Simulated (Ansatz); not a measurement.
System: C3H4, charge 0, triplet. This triplet is an excited state, 3.8 eV above the singlet at CCSD(T)/cc-pVQZ (Ansatz, a program for electronic structure). C3H4 (parent SMILES CC#C, triplet).
B3LYP-D3(BJ)/def2-TZVP minimum from Ansatz:
```xyz
7

C     -1.1358    -0.0682     0.1393
C      0.1874     0.0267    -0.4972
C      1.4053     0.0781     0.0198
H     -1.6596    -0.9767    -0.1682
H     -1.7589     0.7942    -0.1106
H     -1.0252    -0.0976     1.2348
H      1.7025     0.0605     1.0725
```
Charge 0, spin multiplicity 3.

Total energies in aug-cc-pVDZ, 16 correlated electrons, 3 frozen orbitals. Open shells are spin-unrestricted; no spin-orbit coupling. Cores are frozen in correlated methods. No relativity. The spin of C3H4 (parent SMILES C#CC, triplet) was assumed, and the state is the lowest solution found for it.

```csv
method,program,energy (Eh),minus CCSDT(Q) (mEh)
HF,Ansatz,-115.78166,424.63
MP2,Ansatz,-116.14426,62.03
CCSD,Ansatz,-116.18801,18.28
CCSD(T),Ansatz,-116.20344,2.85
CCSDT(Q),Ansatz,-116.20629,0.00
```

Rough core times of Ansatz's runs on a shared machine: CCSD(T) 2 min, CCSDT(Q) 60 min.
